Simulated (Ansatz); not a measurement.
```yaml
crystal:
  periodic: [false, false, false]
  atoms:
    - {symbol: F, position_ang: [0.329707, 1.140517, 0.307700]}
    - {symbol: B, position_ang: [0.000002, -0.000002, 0.000002]}
    - {symbol: F, position_ang: [-0.329718, -1.140515, -0.307702]}
basis:
  gaussian: {orbitals: cc-pVTZ}
total_charge: 1
hamiltonian: {xc: {name: HF}}
correlation: {active_space: {window: {electrons: 3, orbitals: 2}}}
output: {forces: true}
```

```sh
$ ansatz run in.yaml --threads 2 --pin off --events-out ev --progress --plain --max-ram 32768MiB --backend cpu
```

(1) How does Ansatz answer? (Estimate.)

## Answers

(1) Ansatz gave: The run stopped with an error.
```
Functional definition: HF
565 factors; integrals over basis functions are off by at most 1.7e-3 eV
mean field evaluation 1: about -6073.9177 eV, gradient 6.2e1 eV
mean field evaluation 2: about -6073.9153 eV, gradient 6.2e1 eV
mean field evaluation 4: about -6079.0262 eV, gradient 1.5e0 eV
mean field evaluation 8: about -6079.0340 eV, gradient 4.6e-5 eV
mean field -6079.03403154 eV, -223.4003801417 hartree, gradient 9.9e-7 eV, S^2 0.000000; 0 other end points of the search recorded, 0 dependent functions left out
reference -6079.03403154 eV, -223.4003801417 hartree; 11, 11 occupied and 79, 79 virtual orbitals, 565 factors
Error: 3 electrons in 2 orbitals form no window around the highest filled level of the reference
```
